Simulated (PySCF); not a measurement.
# AlCl₂⁺: a ladder of methods and rigid scans

Aim: at the PBE0 minimum of singlet AlCl₂⁺, found before, compare methods on energies and levels. Rigid scans about the minimum follow.

Computed with PySCF 2.14.0. Level: several methods, basis Al def2-TZVP, Cl def2-TZVP, no relativity, density fitting.

### 1 The system as given

3 atoms, charge 1, spin multiplicity 1.

Bond lengths: Al1–Cl2 1.996 Å, Al1–Cl3 1.996 Å. Angles: Cl2–Al1–Cl3 180.0°.

```xyz
3
charge 1 multiplicity 1
Al    0.0000    0.0000    0.0000
Cl    0.0000    0.0000    1.9965
Cl    0.0000    0.0000   -1.9965
```

### 2 PBE0

The steps are one call of a driver around PySCF; scf.py gives each level's set-up. Each SCF starts from the density of the minimum. The driver also runs the species with one electron less or more at the same geometry (one less: multiplicity 2, one more: multiplicity 2); their logs are not shown.

scf.py

```python
from pyscf import gto, scf, dft
mol = gto.M(atom='''
Al     0.000000     0.000000     0.000000
Cl     0.000000     0.000000     1.996494
Cl     0.000000     0.000000    -1.996494''',
    basis={'Al': 'def2-TZVP', 'Cl': 'def2-TZVP'},
    charge=1, spin=0)
mf = dft.RKS(mol, xc='PBE0')
mf.grids.atom_grid = (75, 302)
aux = {'Al': 'def2-universal-JKFIT', 'Cl': 'def2-universal-JKFIT'}
mf = mf.density_fit(auxbasis=aux)
mf.conv_tol = 1e-08
mf.diis_space = 10
mf.max_cycle = 60
mf.verbose = 4
mf.kernel()
```

On the command line:

```
OMP_NUM_THREADS=2 python axn.py task.json out
```

The program printed:

```text
init E= -1162.25997359421
  HOMO = -0.584515493890906  LUMO = -0.319627626403182  gap/eV = 7.20797
cycle= 1 E= -1162.25997359421  delta_E= -1.36e-12  |g|= 6.01e-07  |ddm|= 9.46e-07
  HOMO = -0.584515601223633  LUMO = -0.319627603443191  gap/eV = 7.20797
Extra cycle  E= -1162.25997359421  delta_E= 4.55e-13  |g|= 8.02e-07  |ddm|= 1.25e-06
converged SCF energy = -1162.25997359421
```

This level, with the species of one electron less or more, needed 2 s of wall time on 2 threads of Arm Neoverse V2, shared host.

* energy: -1162.259974 Eh
* one electron less (charge +2): -1161.590613 Eh (doublet, ⟨S²⟩ 0.76)
* one electron more (charge +0): -1162.509834 Eh (doublet, ⟨S²⟩ 0.75)
* Mulliken charge of Al1: +0.76 e

### 3 HF

Edit scf.py of step 2 so:

```diff
@@ -8,2 +8 @@
-mf = dft.RKS(mol, xc='PBE0')
-mf.grids.atom_grid = (75, 302)
+mf = scf.RHF(mol)
```

The program printed:

```text
init E= -1160.77622167095
  HOMO = -0.700079503002239  LUMO = -0.192557475032459  gap/eV = 13.81038
cycle= 1 E= -1160.79365470645  delta_E= -0.0174  |g|= 0.0488  |ddm|= 0.229
  HOMO = -0.704578797820558  LUMO = -0.200617375033627  gap/eV = 13.71349
cycle= 2 E= -1160.79413745482  delta_E= -0.000483  |g|= 0.0102  |ddm|= 0.0399
  HOMO = -0.70463444064582  LUMO = -0.198850360207373  gap/eV = 13.76309
cycle= 3 E= -1160.79418124409  delta_E= -4.38e-05  |g|= 0.00457  |ddm|= 0.0154
  HOMO = -0.704468141851977  LUMO = -0.199447841336568  gap/eV = 13.74230
cycle= 4 E= -1160.79418744924  delta_E= -6.21e-06  |g|= 0.000883  |ddm|= 0.00435
  HOMO = -0.704553054231661  LUMO = -0.199420580783599  gap/eV = 13.74535
cycle= 5 E= -1160.79418797721  delta_E= -5.28e-07  |g|= 0.00018  |ddm|= 0.00175
  HOMO = -0.704512164888196  LUMO = -0.199402018909485  gap/eV = 13.74475
cycle= 6 E= -1160.79418798877  delta_E= -1.16e-08  |g|= 4.04e-05  |ddm|= 0.000218
  HOMO = -0.704511169981432  LUMO = -0.199406646942045  gap/eV = 13.74459
cycle= 7 E= -1160.79418799001  delta_E= -1.24e-09  |g|= 8.5e-06  |ddm|= 7.07e-05
  HOMO = -0.704511890226502  LUMO = -0.199406466517615  gap/eV = 13.74462
Extra cycle  E= -1160.79418799004  delta_E= -3.32e-11  |g|= 3.38e-06  |ddm|= 1.26e-05
converged SCF energy = -1160.79418799004
```

This level, with the species of one electron less or more, took 1.6 s.

| Quantity | Value |
| --- | --- |
| energy | -1160.794188 Eh |
| one electron less (charge +2) | -1160.124331 Eh (doublet, ⟨S²⟩ 0.84) |
| one electron more (charge +0) | -1161.014386 Eh (doublet, ⟨S²⟩ 0.76) |
| Mulliken charge of Al1 | +0.93 e |

### 4 PBE

Edit scf.py of step 3 so:

```diff
@@ -8 +8,2 @@
-mf = scf.RHF(mol)
+mf = dft.RKS(mol, xc='PBE')
+mf.grids.atom_grid = (75, 302)
```

The program printed:

```text
init E= -1162.16291414663
  HOMO = -0.530269416611207  LUMO = -0.352666250767083  gap/eV = 4.83283
cycle= 1 E= -1162.16520449659  delta_E= -0.00229  |g|= 0.0389  |ddm|= 0.132
  HOMO = -0.536739617167105  LUMO = -0.350201341470271  gap/eV = 5.07597
cycle= 2 E= -1162.16383892609  delta_E= 0.00137  |g|= 0.0796  |ddm|= 0.118
  HOMO = -0.533093686301277  LUMO = -0.352063104638145  gap/eV = 4.92609
cycle= 3 E= -1162.1656731655  delta_E= -0.00183  |g|= 0.00399  |ddm|= 0.0742
  HOMO = -0.532740611304234  LUMO = -0.351977936467538  gap/eV = 4.91880
cycle= 4 E= -1162.16567578175  delta_E= -2.62e-06  |g|= 0.000956  |ddm|= 0.00313
  HOMO = -0.532867753911116  LUMO = -0.352135209884349  gap/eV = 4.91798
cycle= 5 E= -1162.16567598924  delta_E= -2.07e-07  |g|= 0.000324  |ddm|= 0.00117
  HOMO = -0.532853635236314  LUMO = -0.352111153966614  gap/eV = 4.91825
cycle= 6 E= -1162.16567602003  delta_E= -3.08e-08  |g|= 2.91e-05  |ddm|= 0.00026
  HOMO = -0.532852514199614  LUMO = -0.352108111354458  gap/eV = 4.91831
cycle= 7 E= -1162.16567602022  delta_E= -1.94e-10  |g|= 3.17e-06  |ddm|= 3.57e-05
  HOMO = -0.532851791656346  LUMO = -0.352107868228188  gap/eV = 4.91829
Extra cycle  E= -1162.16567602022  delta_E= 9.09e-13  |g|= 3.19e-06  |ddm|= 4.78e-06
converged SCF energy = -1162.16567602022
```

This level, with the species of one electron less or more, took 5.2 s.

```
energy                        : -1162.165676 Eh
one electron less (charge +2) : -1161.511812 Eh (doublet, ⟨S²⟩ 0.75)
one electron more (charge +0) : -1162.415870 Eh (doublet, ⟨S²⟩ 0.75)
Mulliken charge of Al1        : +0.70 e
```

### 5 CCSD(T)

Edit scf.py of step 4 so:

```diff
@@ -8,2 +8 @@
-mf = dft.RKS(mol, xc='PBE')
-mf.grids.atom_grid = (75, 302)
+mf = scf.RHF(mol)
@@ -16,0 +16,3 @@
+from pyscf import cc
+mycc = cc.CCSD(mf, frozen=15).run()
+mycc.ccsd_t()
```

The SCF cycles repeat those of step 3.

The program printed:

```text
CCSD nocc = 8, nmo = 96
Init t2, MP2 energy = -1161.20565081081  E_corr(MP2) -0.411462820767207
RCCSD converged
E(RCCSD) = -1161.24130696203  E_corr = -0.4471189719902315
RCCSD(T) correction = -0.0196251199593087
```

This level, with the species of one electron less or more, took 6.4 min.

```
energy                                                              : -1161.260932 Eh
one electron less (charge +2)                                       : -1160.578515 Eh (doublet, ⟨S²⟩ 0.84)
one electron more (charge +0)                                       : -1161.500585 Eh (doublet, ⟨S²⟩ 0.76)
MP2 correlation in its own fitting basis (same spin, opposite spin) : -0.41146 Eh (-0.10377, -0.30769)
CCSD, (T)                                                           : -0.44712, -0.01963 Eh; T1 0.010, D1 0.023
```

### 6 r2SCAN

Edit scf.py of step 5 so:

```diff
@@ -8 +8,2 @@
-mf = scf.RHF(mol)
+mf = dft.RKS(mol, xc='R2SCAN')
+mf.grids.atom_grid = (90, 434)
@@ -16,3 +16,0 @@
-from pyscf import cc
-mycc = cc.CCSD(mf, frozen=15).run()
-mycc.ccsd_t()
```

The program printed:

```text
init E= -1162.5902799562
  HOMO = -0.545073094051479  LUMO = -0.335469061430747  gap/eV = 5.70362
cycle= 1 E= -1162.59106221884  delta_E= -0.000782  |g|= 0.0118  |ddm|= 0.101
  HOMO = -0.546316110385351  LUMO = -0.336512468815826  gap/eV = 5.70905
cycle= 2 E= -1162.59106776675  delta_E= -5.55e-06  |g|= 0.00521  |ddm|= 0.00851
  HOMO = -0.545647848313296  LUMO = -0.336255129211306  gap/eV = 5.69787
cycle= 3 E= -1162.59106979167  delta_E= -2.02e-06  |g|= 0.00224  |ddm|= 0.00458
  HOMO = -0.54582056904748  LUMO = -0.33622761143338  gap/eV = 5.70331
cycle= 4 E= -1162.59107073736  delta_E= -9.46e-07  |g|= 0.000709  |ddm|= 0.00246
  HOMO = -0.545800834239441  LUMO = -0.3362611547395  gap/eV = 5.70187
cycle= 5 E= -1162.59107088141  delta_E= -1.44e-07  |g|= 0.000111  |ddm|= 0.000682
  HOMO = -0.545789029825651  LUMO = -0.336248585786198  gap/eV = 5.70189
cycle= 6 E= -1162.5910708846  delta_E= -3.19e-09  |g|= 2.34e-05  |ddm|= 0.000107
  HOMO = -0.545795684767237  LUMO = -0.336253808087324  gap/eV = 5.70192
Extra cycle  E= -1162.59107088462  delta_E= -2.16e-11  |g|= 2.15e-05  |ddm|= 3.6e-05
converged SCF energy = -1162.59107088462
```

This level, with the species of one electron less or more, needed 14 s of wall time on 2 threads of Arm Neoverse V2, shared host.

* energy: -1162.591071 Eh
* one electron less (charge +2): -1161.929150 Eh (doublet, ⟨S²⟩ 0.76)
* one electron more (charge +0): -1162.840259 Eh (doublet, ⟨S²⟩ 0.76)
* Mulliken charge of Al1: +0.79 e

### 7 B3LYP

Edit scf.py of step 6 so:

```diff
@@ -8,2 +8,2 @@
-mf = dft.RKS(mol, xc='R2SCAN')
-mf.grids.atom_grid = (90, 434)
+mf = dft.RKS(mol, xc='B3LYP')
+mf.grids.atom_grid = (75, 302)
```

The program printed:

```text
init E= -1162.72321271244
  HOMO = -0.572262781568709  LUMO = -0.329836183823573  gap/eV = 6.59676
cycle= 1 E= -1162.72473271638  delta_E= -0.00152  |g|= 0.0137  |ddm|= 0.122
  HOMO = -0.572590853342272  LUMO = -0.330804092599614  gap/eV = 6.57935
cycle= 2 E= -1162.72473023843  delta_E= 2.48e-06  |g|= 0.01  |ddm|= 0.0134
  HOMO = -0.573567929157179  LUMO = -0.330814870508725  gap/eV = 6.60565
cycle= 3 E= -1162.72474428811  delta_E= -1.4e-05  |g|= 0.00357  |ddm|= 0.0103
  HOMO = -0.573395342784746  LUMO = -0.330987398676648  gap/eV = 6.59626
cycle= 4 E= -1162.72474779812  delta_E= -3.51e-06  |g|= 0.000329  |ddm|= 0.00354
  HOMO = -0.573355683047679  LUMO = -0.33095374466301  gap/eV = 6.59609
cycle= 5 E= -1162.72474781559  delta_E= -1.75e-08  |g|= 0.000112  |ddm|= 0.000244
  HOMO = -0.573372583029054  LUMO = -0.330964944043536  gap/eV = 6.59625
cycle= 6 E= -1162.72474781843  delta_E= -2.84e-09  |g|= 2.4e-05  |ddm|= 9.16e-05
  HOMO = -0.57337407444579  LUMO = -0.330961859105976  gap/eV = 6.59637
Extra cycle  E= -1162.72474781824  delta_E= 1.9e-10  |g|= 3.45e-05  |ddm|= 5.07e-05
converged SCF energy = -1162.72474781824
```

This level, with the species of one electron less or more, took 5.1 s.

* energy: -1162.724748 Eh
* one electron less (charge +2): -1162.058616 Eh (doublet, ⟨S²⟩ 0.76)
* one electron more (charge +0): -1162.975480 Eh (doublet, ⟨S²⟩ 0.75)
* Mulliken charge of Al1: +0.76 e

### 8 TPSSh

Edit scf.py of step 7 so:

```diff
@@ -8,2 +8,2 @@
-mf = dft.RKS(mol, xc='B3LYP')
-mf.grids.atom_grid = (75, 302)
+mf = dft.RKS(mol, xc='TPSSH')
+mf.grids.atom_grid = (90, 434)
```

The program printed:

```text
init E= -1162.71797522208
  HOMO = -0.557416931751976  LUMO = -0.330569163801627  gap/eV = 6.17284
cycle= 1 E= -1162.71825941825  delta_E= -0.000284  |g|= 0.00862  |ddm|= 0.0631
  HOMO = -0.555794931553149  LUMO = -0.331137286612279  gap/eV = 6.11325
cycle= 2 E= -1162.71822409908  delta_E= 3.53e-05  |g|= 0.0144  |ddm|= 0.0218
  HOMO = -0.556581372008917  LUMO = -0.330801389157124  gap/eV = 6.14379
cycle= 3 E= -1162.71828387494  delta_E= -5.98e-05  |g|= 0.00103  |ddm|= 0.013
  HOMO = -0.556716438611973  LUMO = -0.330899676544114  gap/eV = 6.14479
cycle= 4 E= -1162.71828401622  delta_E= -1.41e-07  |g|= 0.000304  |ddm|= 0.000712
  HOMO = -0.556694476598734  LUMO = -0.330875864241762  gap/eV = 6.14484
cycle= 5 E= -1162.71828403528  delta_E= -1.91e-08  |g|= 5.89e-05  |ddm|= 0.000248
  HOMO = -0.55670372709733  LUMO = -0.330885682686386  gap/eV = 6.14482
cycle= 6 E= -1162.71828403587  delta_E= -5.9e-10  |g|= 1.46e-05  |ddm|= 6.07e-05
  HOMO = -0.556700713733757  LUMO = -0.330883568991396  gap/eV = 6.14480
Extra cycle  E= -1162.71828403589  delta_E= -1.68e-11  |g|= 1.21e-05  |ddm|= 1.72e-05
converged SCF energy = -1162.71828403589
```

This level, with the species of one electron less or more, took 14 s.

```
energy                        : -1162.718284 Eh
one electron less (charge +2) : -1162.057397 Eh (doublet, ⟨S²⟩ 0.76)
one electron more (charge +0) : -1162.965767 Eh (doublet, ⟨S²⟩ 0.76)
Mulliken charge of Al1        : +0.78 e
```

### 9 revPBE

Edit scf.py of step 8 so:

```diff
@@ -8,2 +8,2 @@
-mf = dft.RKS(mol, xc='TPSSH')
-mf.grids.atom_grid = (90, 434)
+mf = dft.RKS(mol, xc='PBE_R,PBE')
+mf.grids.atom_grid = (75, 302)
```

The program printed:

```text
init E= -1162.45484257248
  HOMO = -0.529430577180625  LUMO = -0.34683987306396  gap/eV = 4.96855
cycle= 1 E= -1162.45620646888  delta_E= -0.00136  |g|= 0.0247  |ddm|= 0.0993
  HOMO = -0.533123602322616  LUMO = -0.345306730313684  gap/eV = 5.11076
cycle= 2 E= -1162.45570501343  delta_E= 0.000501  |g|= 0.0487  |ddm|= 0.0724
  HOMO = -0.530878199923624  LUMO = -0.346457734577147  gap/eV = 5.01834
cycle= 3 E= -1162.45638784784  delta_E= -0.000683  |g|= 0.00243  |ddm|= 0.0456
  HOMO = -0.530691488762035  LUMO = -0.34640427074358  gap/eV = 5.01471
cycle= 4 E= -1162.45638860072  delta_E= -7.53e-07  |g|= 0.00058  |ddm|= 0.00163
  HOMO = -0.530781350800007  LUMO = -0.346508767813738  gap/eV = 5.01431
cycle= 5 E= -1162.45638866976  delta_E= -6.9e-08  |g|= 0.000218  |ddm|= 0.000694
  HOMO = -0.530772589526541  LUMO = -0.346494329211414  gap/eV = 5.01447
cycle= 6 E= -1162.4563886837  delta_E= -1.39e-08  |g|= 2.03e-05  |ddm|= 0.000177
  HOMO = -0.530771359866066  LUMO = -0.346492039570812  gap/eV = 5.01450
cycle= 7 E= -1162.4563886838  delta_E= -9.48e-11  |g|= 3.24e-06  |ddm|= 2.81e-05
  HOMO = -0.530770944432057  LUMO = -0.346492282513783  gap/eV = 5.01448
Extra cycle  E= -1162.45638868379  delta_E= 3.18e-12  |g|= 3.87e-06  |ddm|= 6.12e-06
converged SCF energy = -1162.45638868379
```

This level, with the species of one electron less or more, took 5.2 s.

* energy: -1162.456389 Eh
* one electron less (charge +2): -1161.804842 Eh (doublet, ⟨S²⟩ 0.75)
* one electron more (charge +0): -1162.703518 Eh (doublet, ⟨S²⟩ 0.76)
* Mulliken charge of Al1: +0.72 e

### 10 LC-wPBE

Edit scf.py of step 9 so:

```diff
@@ -8 +8 @@
-mf = dft.RKS(mol, xc='PBE_R,PBE')
+mf = dft.RKS(mol, xc='LC_WPBE')
```

The program printed:

```text
init E= -1162.32844957385
  HOMO = -0.691855382268932  LUMO = -0.236035299746035  gap/eV = 12.40350
cycle= 1 E= -1162.3319678999  delta_E= -0.00352  |g|= 0.0287  |ddm|= 0.14
  HOMO = -0.688084003015654  LUMO = -0.235705205959707  gap/eV = 12.30985
cycle= 2 E= -1162.33215691925  delta_E= -0.000189  |g|= 0.0146  |ddm|= 0.0407
  HOMO = -0.689576894357055  LUMO = -0.234494028142151  gap/eV = 12.38344
cycle= 3 E= -1162.33219993784  delta_E= -4.3e-05  |g|= 0.0046  |ddm|= 0.0142
  HOMO = -0.689370176128959  LUMO = -0.234439637028043  gap/eV = 12.37929
cycle= 4 E= -1162.33220549994  delta_E= -5.56e-06  |g|= 0.000879  |ddm|= 0.00479
  HOMO = -0.689338126339167  LUMO = -0.234358134854837  gap/eV = 12.38064
cycle= 5 E= -1162.33220583646  delta_E= -3.37e-07  |g|= 0.00015  |ddm|= 0.00162
  HOMO = -0.689320840288173  LUMO = -0.234359462932389  gap/eV = 12.38013
cycle= 6 E= -1162.33220584004  delta_E= -3.58e-09  |g|= 4.37e-05  |ddm|= 0.000208
  HOMO = -0.689327328427843  LUMO = -0.234357264452097  gap/eV = 12.38037
Extra cycle  E= -1162.33220584062  delta_E= -5.81e-10  |g|= 2.7e-05  |ddm|= 6.37e-05
converged SCF energy = -1162.33220584062
```

This level, with the species of one electron less or more, needed 6.8 s of wall time on 2 threads of Arm Neoverse V2, shared host.

```
energy                        : -1162.332206 Eh
one electron less (charge +2) : -1161.637690 Eh (doublet, ⟨S²⟩ 0.78)
one electron more (charge +0) : -1162.580305 Eh (doublet, ⟨S²⟩ 0.76)
Mulliken charge of Al1        : +0.74 e
```

### 11 All levels side by side

| level | vertical ionisation energy (eV) | vertical electron affinity (eV) | −ε(HOMO) (eV) | gap (eV) | wall time |
| --- | --- | --- | --- | --- | --- |
| PBE0 | 18.21 | 6.80 | 15.91 | 7.21 | 2 s |
| HF | 18.23 | 5.99 | 19.17 | 13.74 | 1.6 s |
| PBE | 17.79 | 6.81 | 14.50 | 4.92 | 5.2 s |
| CCSD(T) | 18.57 | 6.52 | – | – | 6.4 min |
| r2SCAN | 18.01 | 6.78 | 14.85 | 5.70 | 14 s |
| B3LYP | 18.13 | 6.82 | 15.60 | 6.60 | 5.1 s |
| TPSSh | 17.98 | 6.73 | 15.15 | 6.14 | 14 s |
| revPBE | 17.73 | 6.72 | 14.44 | 5.01 | 5.2 s |
| LC-wPBE | 18.90 | 6.75 | 18.76 | 12.38 | 6.8 s |

Times are for 2 threads of Arm Neoverse V2, shared host; PBE0 starts from its own converged density, so its time is not comparable. A dash stands where a species or a free atom was not run at that level, or the quantity is not defined.

### 12 Breathing scan

A rigid scan with PBE0: all bonds to the central atom are scaled together. Each point starts from its neighbour's orbitals, and energies count from the minimum. Dipoles of the ion refer to the centre of mass.

| scale of all bonds to the centre | energy (kJ/mol) |
| --- | --- |
| 0.88 | 193.3 |
| 0.92 | 75.4 |
| 0.96 | 16.6 |
| 1.00 | 0.0 |
| 1.04 | 13.1 |
| 1.08 | 46.6 |
| 1.14 | 120.7 |
| 1.22 | 239.9 |
| 1.35 | 434.3 |

The scan took 10 s.

### 13 Stretching one bond

A rigid scan with PBE0: the bond from Al to the last atom (Cl) is scaled and the rest held.

| scale of one bond | energy (kJ/mol) | dipole size (D) |
| --- | --- | --- |
| 0.92 | 37.2 | 0.71 |
| 0.96 | 8.2 | 0.35 |
| 1.00 | 0.0 | 0.00 |
| 1.05 | 9.9 | 0.43 |
| 1.12 | 46.7 | 0.99 |
| 1.20 | 105.3 | 1.56 |
| 1.35 | 224.2 | 2.35 |
| 1.55 | 358.6 | 2.85 |
| 1.80 | 471.5 | 2.96 |
| 2.20 | 559.3 | 2.87 |

The scan took 12 s.

A restricted determinant lies too high at long bonds, where the pair should uncouple.

### 14 Bending curve

A rigid scan with PBE0: the Cl–Al–Cl angle changes, with bonds held.

| bond angle (°) | energy (kJ/mol) | dipole size (D) |
| --- | --- | --- |
| 80 | 335.5 | 7.24 |
| 90 | 222.9 | 6.57 |
| 100 | 154.9 | 5.94 |
| 110 | 109.2 | 5.30 |
| 120 | 76.0 | 4.62 |
| 130 | 51.0 | 3.92 |
| 140 | 32.0 | 3.18 |
| 150 | 17.8 | 2.41 |
| 160 | 7.9 | 1.62 |
| 170 | 2.0 | 0.81 |
| 180 | 0.0 | 0.00 |

The scan needed 12 s of wall time on 2 threads of Arm Neoverse V2, shared host.

### 15 Bend–stretch map

A rigid scan with PBE0: rows scale both bonds, columns set the Cl–Al–Cl angle.

Energy (kJ/mol):

| scale \ angle | 90 | 105 | 120 | 135 | 150 | 165 | 180 |
| --- | --- | --- | --- | --- | --- | --- | --- |
| 0.94 | 307.4 | 189.9 | 125.2 | 84.9 | 59.3 | 44.6 | 39.8 |
| 0.97 | 252.9 | 148.6 | 89.6 | 52.0 | 27.7 | 13.7 | 9.1 |
| 1.00 | 222.9 | 130.0 | 76.0 | 40.8 | 17.8 | 4.4 | 0.0 |
| 1.03 | 211.9 | 128.8 | 79.3 | 46.4 | 24.5 | 11.8 | 7.6 |
| 1.06 | 215.4 | 140.9 | 95.3 | 64.5 | 43.9 | 31.8 | 27.8 |
| 1.10 | 236.6 | 172.0 | 131.1 | 102.8 | 83.8 | 72.5 | 68.8 |

The map took 49 s.

Best bond scale on the grid: 1.03 at 90°, 1.03 at 105°, 1.00 at 120°, 1.00 at 135°, 1.00 at 150°, 1.00 at 165°, 1.00 at 180°.

### 16 Map over both bonds

A rigid scan with PBE0: rows scale the first bond (Al–Cl), columns the second (Al–Cl).

Energy (kJ/mol):

| scale \ scale | 0.94 | 0.97 | 1.00 | 1.04 | 1.09 | 1.15 |
| --- | --- | --- | --- | --- | --- | --- |
| 0.94 | 39.8 | 24.4 | 19.7 | 25.9 | 47.7 | 86.5 |
| 0.97 | 24.4 | 9.1 | 4.5 | 10.9 | 32.8 | 71.6 |
| 1.00 | 19.7 | 4.5 | 0.0 | 6.5 | 28.5 | 67.4 |
| 1.04 | 25.9 | 10.9 | 6.5 | 13.1 | 35.2 | 74.1 |
| 1.09 | 47.7 | 32.8 | 28.5 | 35.2 | 57.4 | 96.2 |
| 1.15 | 86.5 | 71.6 | 67.4 | 74.1 | 96.2 | 134.7 |

The map took 42 s.

### 17 Results

```
                                    quantity                        value
         vertical ionisation energy, CCSD(T)                     18.57 eV
         vertical electron affinity, CCSD(T)                      6.52 eV
                          orbital gap, range  4.92 (PBE) to 13.74 (HF) eV
                                      T1, D1                 0.010, 0.023
T1, D1 of the species with one electron less                 0.025, 0.096
T1, D1 of the species with one electron more                 0.011, 0.032
                        all bonds 4 % longer                  13.1 kJ/mol
                        one bond 20 % longer                 105.3 kJ/mol
```

In words: For the vertical ionisation energy, LC-wPBE comes nearest to CCSD(T) (+0.33 eV) and revPBE is farthest (-0.84 eV). LC-wPBE costs 6.8 s against 6.4 min for CCSD(T), a factor of about 60, and lands within 0.33 eV. For the vertical electron affinity, revPBE comes nearest to CCSD(T) (+0.20 eV) and HF is farthest (-0.53 eV). The PBE orbital energy is a poor guide to ionisation (14.5 eV, 4.1 eV too small); the difference of PBE energies gives 17.8 eV. Shortening all bonds by 4 % costs 16.6 kJ/mol and lengthening them 13.1: the wall is steeper on the short side.
